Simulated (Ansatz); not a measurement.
# C2H7Al: the cost of one run

Program: Ansatz 0.2.0, Gaussian basis. Level of theory: PBE0-D4, def2-SVP first, then def2-TZVP. These are calculated values, not measurements.

114 further runs of the same task are left out: 114 set aside as unsound or not needed.

## Step 1: The system as given

The guess: 10 atoms, charge 0, spin multiplicity 1.

Atoms are counted from 1 here; the program's logs count them from 0.

Bond lengths: Al1–H2 1.706 Å, Al1–H3 1.541 Å, Al1–H4 1.541 Å, Al1–C5 2.095 Å, Al1–C6 2.377 Å, C5–C6 1.429 Å, C5–H7 1.087 Å, C5–H8 1.086 Å, C6–H9 1.081 Å, C6–H10 1.081 Å. Angles: H2–Al1–H3 111.3°, H2–Al1–H4 111.4°, H2–Al1–C5 80.0°, H2–Al1–C6 43.4°, H3–Al1–H4 119.1°, H3–Al1–C5 114.3°, H3–Al1–C6 120.4°, H4–Al1–C5 114.2°, H4–Al1–C6 120.6°, C5–Al1–C6 36.6°, Al1–C5–C6 82.5°, Al1–C5–H7 114.9°, Al1–C5–H8 114.8°, C6–C5–H7 115.2°, C6–C5–H8 115.2°, H7–C5–H8 111.6°, Al1–C6–C5 60.9°, Al1–C6–H9 116.3° and more.

Geometry (Å):

```
Al   -0.2312   -1.0124    0.8482
H     0.7994   -1.1373   -0.5057
H    -1.4935   -1.8785    0.6738
H     0.5611   -1.1003    2.1666
C    -0.4041    0.9280    0.0769
C     0.4972    0.4160   -0.9063
H     0.0007    1.7106    0.7130
H    -1.3935    1.1848   -0.2912
H     1.5366    0.7122   -0.8817
H     0.1273    0.1769   -1.8935
```

Distances that are to change: Al1–C5 2.10 Å, H2–C6 1.63 Å, Al1–H2 1.71 Å.

## Step 2: Constrained relaxation of the guess

hold/in.yaml reads:

```yaml
crystal:
  periodic: [false, false, false]
  atoms:
    - {symbol: Al, position_ang: [-0.231200, -1.012400, 0.848200]}
    - {symbol: H, position_ang: [0.799400, -1.137300, -0.505700]}
    - {symbol: H, position_ang: [-1.493500, -1.878500, 0.673800]}
    - {symbol: H, position_ang: [0.561100, -1.100300, 2.166600]}
    - {symbol: C, position_ang: [-0.404100, 0.928000, 0.076900]}
    - {symbol: C, position_ang: [0.497200, 0.416000, -0.906300]}
    - {symbol: H, position_ang: [0.000700, 1.710600, 0.713000]}
    - {symbol: H, position_ang: [-1.393500, 1.184800, -0.291200]}
    - {symbol: H, position_ang: [1.536600, 0.712200, -0.881700]}
    - {symbol: H, position_ang: [0.127300, 0.176900, -1.893500]}
basis:
  gaussian: {orbitals: def2-SVP}
hamiltonian: {xc: pbe0, dispersion: d4}
relax: {f_tol: 0.04, max_steps: 150, escape_saddle: false, constraints: [{distance: [0, 4]}, {distance: [1, 5]}, {distance: [0, 1]}]}
```

On the command line:

```console
ansatz run in.yaml --threads 2 --pin off --events-out ev --progress --plain --max-ram 4352MiB
```

**Question.** How long does this run take on 2 threads of Arm Neoverse V1, shared host?

About 9 s.
